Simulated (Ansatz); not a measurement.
Calculation: B3LYP-D3(BJ)/def2-SVP in Ansatz (a quantum-chemistry and plane-wave program). No frequencies were computed at this level.

Ansatz 0.2 input:
```yaml
crystal:
  periodic: [false, false, false]
  atoms:
    - { symbol: C, position_ang: [-0.362704, 0.0166, -0.006961] }
    - { symbol: O, position_ang: [0.913849, -0.200546, 0.541297] }
    - { symbol: H, position_ang: [-0.491655, 1.053739, -0.335319] }
    - { symbol: H, position_ang: [-1.079568, -0.194545, 0.784295] }
    - { symbol: H, position_ang: [-0.559796, -0.651864, -0.852191] }
    - { symbol: H, position_ang: [1.579872, -0.023383, -0.131122] }
basis:
  gaussian: { orbitals: def2-svp }
hamiltonian:
  xc: b3lyp
  dispersion: d3bj
relax:
  max_steps: 150
```

Output:

```
Functional definition: B3LYP
525 factors; integrals over basis functions are off by at most 2.3e-4 eV
mean field evaluation 1: about -3142.4016 eV, gradient 4.5e1 eV
mean field evaluation 2: about -3139.8587 eV, gradient 5.9e1 eV
mean field evaluation 4: about -3146.4801 eV, gradient 1.9e0 eV
mean field evaluation 8: about -3146.4873 eV, gradient 2.1e-2 eV
mean field -3146.48725559 eV, -115.6312738774 hartree, gradient 6.1e-5 eV, S^2 0.000000; 0 other end points of the search recorded, 0 dependent functions left out
reference -3146.48740826 eV, -115.6312794877 hartree; 9, 9 occupied and 39, 39 virtual orbitals, 525 factors
relax step   1: F+E_penalty+E_count = -3146.57181951 eV  Δ(F+E_penalty+E_count) = +0.000e0 eV  max|allowed force component| = 6.968e-1 eV/Å  Δτ_max = 0.0000 Å  (23 SCF iters, accepted)
these checks for a lower state are left out or cut short: starts, cluster_reference, orbital_swaps, neighbouring_geometries, increment
525 factors; integrals over basis functions are off by at most 2.4e-4 eV
mean field evaluation 16: about -3146.5024 eV, gradient 1.7e-3 eV
mean field -3146.50239801 eV, -115.6318303508 hartree, gradient 1.5e-5 eV, S^2 0.000000; 0 other end points of the search recorded, 0 dependent functions left out
reference -3146.50255041 eV, -115.6318359517 hartree; 9, 9 occupied and 39, 39 virtual orbitals, 525 factors
relax step   2: F+E_penalty+E_count = -3146.58682262 eV  Δ(F+E_penalty+E_count) = -1.500e-2 eV  max|allowed force component| = 2.914e-1 eV/Å  Δτ_max = 0.0136 Å  (23 SCF iters, accepted)
these checks for a lower state are left out or cut short: starts, cluster_reference, orbital_swaps, neighbouring_geometries, increment
525 factors; integrals over basis functions are off by at most 2.5e-4 eV
mean field -3146.50392016 eV, -115.6318862890 hartree, gradient 1.6e-5 eV, S^2 0.000000; 0 other end points of the search recorded, 0 dependent functions left out
reference -3146.50407240 eV, -115.6318918836 hartree; 9, 9 occupied and 39, 39 virtual orbitals, 525 factors
relax step   3: F+E_penalty+E_count = -3146.58832334 eV  Δ(F+E_penalty+E_count) = -1.501e-3 eV  max|allowed force component| = 6.037e-2 eV/Å  Δτ_max = 0.0050 Å  (23 SCF iters, accepted)
these checks for a lower state are left out or cut short: starts, cluster_reference, orbital_swaps, neighbouring_geometries, increment
525 factors; integrals over basis functions are off by at most 2.5e-4 eV
mean field -3146.50397218 eV, -115.6318882005 hartree, gradient 3.3e-5 eV, S^2 0.000000; 0 other end points of the search recorded, 0 dependent functions left out
reference -3146.50412434 eV, -115.6318937924 hartree; 9, 9 occupied and 39, 39 virtual orbitals, 525 factors
relax step   4: F+E_penalty+E_count = -3146.58838487 eV  Δ(F+E_penalty+E_count) = -6.153e-5 eV  max|allowed force component| = 1.563e-2 eV/Å  Δτ_max = 0.0015 Å  (18 SCF iters, accepted)
these checks for a lower state are left out or cut short: starts, cluster_reference, orbital_swaps, neighbouring_geometries, increment
525 factors; integrals over basis functions are off by at most 2.5e-4 eV
mean field evaluation 32: about -3146.5040 eV, gradient 4.5e-2 eV
mean field -3146.50397592 eV, -115.6318883382 hartree, gradient 2.3e-5 eV, S^2 0.000000; 0 other end points of the search recorded, 0 dependent functions left out
reference -3146.50412806 eV, -115.6318939289 hartree; 9, 9 occupied and 39, 39 virtual orbitals, 525 factors
relax step   5: F+E_penalty+E_count = -3146.58839079 eV  Δ(F+E_penalty+E_count) = -5.921e-6 eV  max|allowed force component| = 3.590e-3 eV/Å  Δτ_max = 0.0004 Å  (17 SCF iters, accepted)
525 factors; integrals over basis functions are off by at most 2.5e-4 eV
mean field -3146.50397592 eV, -115.6318883382 hartree, gradient 2.3e-5 eV, S^2 0.000000; 1 other end points of the search recorded, 0 dependent functions left out
reference -3146.50412806 eV, -115.6318939289 hartree; 9, 9 occupied and 39, 39 virtual orbitals, 525 factors
Total energy: -3146.58854293 eV, -115.6349961182 hartree
Atom 0 at    -0.346892     0.014734    -0.002888 Å, force     0.000503     0.001068    -0.003590 eV/Å
Atom 1 at     0.928179    -0.203809     0.550174 Å, force     0.001902    -0.000627     0.001817 eV/Å
Atom 2 at    -0.504697     1.059806    -0.339132 Å, force    -0.000602    -0.000198     0.000070 eV/Å
Atom 3 at    -1.090606    -0.193385     0.781923 Å, force     0.001633    -0.000269     0.000673 eV/Å
Atom 4 at    -0.573159    -0.653827    -0.858437 Å, force    -0.000588     0.000169     0.000181 eV/Å
Atom 5 at     1.587173    -0.023517    -0.131641 Å, force    -0.002848    -0.000143     0.000849 eV/Å
Dipole moment:    -0.028977     0.098566    -0.321434 e Å
```

Cost: very roughly 6 core-seconds.
